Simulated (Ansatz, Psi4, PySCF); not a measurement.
Species: vinyl fluoride, C$_{2}$H$_{3}$F (charge 0, singlet). SMILES: C=CF
Geometry: optimised at B3LYP-D3(BJ)/def2-TZVP (Ansatz, an electronic-structure program).

Quantity: vertical triplet-singlet gap, E(triplet) - E(singlet), in eV. Conventions: UHF or UKS for open shells; no dispersion term unless named; each state is the SCF solution reached for its charge and spin; 6-31G* and kin with 6d, 5d where marked; spin-orbit terms left out; 6-311+G** with 5d; non-relativistic; valence correlation only. Ab initio and DFT rows: single points at B3LYP-D3(BJ) geometries (Ansatz). Levels can end on unlike triplets.

```json
[
 {"level": "HF/6-31G*", "program": "Ansatz", "vertical triplet-singlet gap, E(triplet) - E(singlet) (eV)": "3.68"},
 {"level": "HF/6-311+G**", "program": "Ansatz", "vertical triplet-singlet gap, E(triplet) - E(singlet) (eV)": "3.61"},
 {"level": "PBE/6-311+G**", "program": "Ansatz", "vertical triplet-singlet gap, E(triplet) - E(singlet) (eV)": "4.58"},
 {"level": "B3LYP/STO-3G", "program": "Ansatz", "vertical triplet-singlet gap, E(triplet) - E(singlet) (eV)": "4.86"},
 {"level": "B3LYP/6-31G*", "program": "Ansatz", "vertical triplet-singlet gap, E(triplet) - E(singlet) (eV)": "4.64"},
 {"level": "M06-2X/6-31G* (5d)", "program": "PySCF", "vertical triplet-singlet gap, E(triplet) - E(singlet) (eV)": "4.81"},
 {"level": "wB97X-D/6-31G*", "program": "Psi4", "vertical triplet-singlet gap, E(triplet) - E(singlet) (eV)": "4.68"},
 {"level": "MP2/6-31G*", "program": "Ansatz", "vertical triplet-singlet gap, E(triplet) - E(singlet) (eV)": "4.87"},
 {"level": "MP2/6-311+G**", "program": "Ansatz", "vertical triplet-singlet gap, E(triplet) - E(singlet) (eV)": "4.79"},
 {"level": "PBE/def2-TZVPD", "program": "Ansatz", "vertical triplet-singlet gap, E(triplet) - E(singlet) (eV)": "4.56"},
 {"level": "B3LYP/def2-TZVPD", "program": "Ansatz", "vertical triplet-singlet gap, E(triplet) - E(singlet) (eV)": "4.54"},
 {"level": "wB97X-V/def2-TZVPD", "program": "Ansatz", "vertical triplet-singlet gap, E(triplet) - E(singlet) (eV)": "4.64"}
]
```

No value to compare with is used here. The 9 habitual levels span 3.61 (HF/6-311+G**) to 4.87 eV (MP2/6-31G*); PBE/def2-TZVPD gives 4.56.

The levels are drawn from those run, B3LYP/6-31G* more often than the rest, none by its result; runs whose electronic state is in doubt are left out.
